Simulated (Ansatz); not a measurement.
## GeH, doublet: how well a Morse curve fills in a stretch

Starting geometry (PBE0/def2-TZVP stationary point for this spin, which needn't be the lowest; state Π):

```xyz
2

Ge    0.0000    0.0000    0.0000
H     0.0000    0.0000    1.6012
```

Atom H2 moves along the line of the distance Ge1-H2, all else staying in place. Energies are in eV from the starting point at each level.

Basis cc-pVTZ; Ansatz 0.2.0. Only valence electrons are correlated (noble-gas cores and the filled d shells of p-block atoms frozen). No spin–orbit coupling is included, and no scalar relativity.

Full CI is exact within this basis and frozen core; it isn't the basis-set limit.

```
distance Ge1-H2 (Å)  full CI  B3LYP
              1.312    0.893  0.862
              1.434    0.248  0.240
              1.601    0.000  0.000
              1.784    0.163  0.160
              1.946        ?      ?
              2.265    1.214  1.228
              2.550    1.807  1.875
              2.918    2.356  2.439
              3.483    2.739  2.821
              4.372    2.856  2.980
              5.486    2.868  3.004
```

A Morse curve E(r) = E0 + De (1 − exp(−a (r − re)))² is laid through the three points about the minimum (1.434, 1.601, 1.784 Å), with E0 + De set to the last point:

```json
{"level": "full CI", "re (Å)": "1.604", "a (1/Å)": "1.515", "E0 (eV)": "0.000", "De (eV)": "2.868", "k = 2 De a² (eV/Å²)": "13.2"}
{"level": "B3LYP", "re (Å)": "1.604", "a (1/Å)": "1.461", "E0 (eV)": "0.000", "De (eV)": "3.004", "k = 2 De a² (eV/Å²)": "12.8"}
```

Task: Use the full-CI fit to predict the withheld energy at 1.946 Å.

Result: exp(−1.515 × (1.946 − 1.604)) = 0.5956; E = 0.000 + 2.868 × (1 − 0.5956)² = 0.469 eV. Full CI in cc-pVTZ gives 0.478 eV, so the Morse form is 0.009 eV too low there (0.3 % of De). B3LYP gives 0.472 eV.

Unrestricted Kohn–Sham rows aren't spin-pure: their determinants' ⟨S²⟩ exceeds S(S+1) by up to 1.00, so they mix in states of higher spin.

Kohn–Sham is unrestricted where that lies lower.

De here is the depth of the well in this basis, without the zero-point term.
